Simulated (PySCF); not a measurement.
Functional dependence of a UV spectrum

HOCN.
Atom-mapped SMILES: `[N:1]#[C:2][OH:3]` (hydrogens: H4 on O3)

Linear-response calculations in the def2-SVPD basis (PySCF; singlets by full response, triplets Tamm–Dancoff, core orbitals frozen in the response; HF means time-dependent Hartree–Fock). 'Strongest' is the level of largest summed f among the singlets computed (10 roots, of which the last may lack a degenerate partner); it can jump between rows when another state enters that window. S1 is the lowest singlet of each run and needn't be the same state throughout; f(S1) is that of one state. Geometry: PBE0-D3(BJ)/def2-SVP; no solvent, vibrations or thermal averaging.

| functional | kind | S1 (eV) | f(S1) | strongest (eV) | T1 (eV) | HOMO (eV) | gap (eV) | ionisation energy, ΔSCF (eV) |
| --- | --- | --- | --- | --- | --- | --- | --- | --- |
| LDA | LDA | 6.34 | 0.001 | 9.63 | 6.12 | -7.81 | 6.24 | 12.22 |
| PBE | GGA | 6.16 | 0.001 | 9.46 | 5.92 | -7.60 | 6.08 | 11.90 |
| B3LYP | global hybrid, 20% exact exchange | 6.57 | 0.002 | 9.84 | 6.30 | -8.82 | 7.74 | 12.04 |
| BHandHLYP | global hybrid, 50% exact exchange | 7.23 | 0.004 | 10.40 | 6.46 | -10.43 | 10.27 | 11.95 |
| CAM-B3LYP | range-separated hybrid | 6.92 | 0.003 | 10.12 | 6.60 | -10.53 | 10.50 | 12.11 |
| wB97X-D | range-separated hybrid | 7.23 | 0.004 | 10.39 | 6.74 | -11.02 | 12.05 | 12.04 |
| LC-wPBE | range-separated hybrid | 7.54 | 0.003 | 10.79 | 6.56 | -11.94 | 13.12 | 12.16 |
| HF | Hartree–Fock | 7.17 | 0.000 | 11.24 | 5.85 | -12.52 | 14.05 | not settled |

Problem. What does PBE0 (global hybrid, 25% exact exchange) give?

Solution. S1 (eV) 6.89, f(S1) 0.002, strongest (eV) 10.10, T1 (eV) 6.58, HOMO (eV) -9.07, gap (eV) 8.39, ionisation energy, ΔSCF (eV) 11.99. S1 runs from 6.16 eV (PBE) to 7.54 eV (LC-wPBE), a spread of 1.37 eV, while the orbital gap spreads over 8.0 eV. −ε(HOMO) comes closest to its own ΔSCF ionisation energy with LC-wPBE (-0.21 eV) and misses most with LDA (-4.40 eV). 'Not settled' means that the ion's SCF failed to converge or may have ended in another state than the lowest.
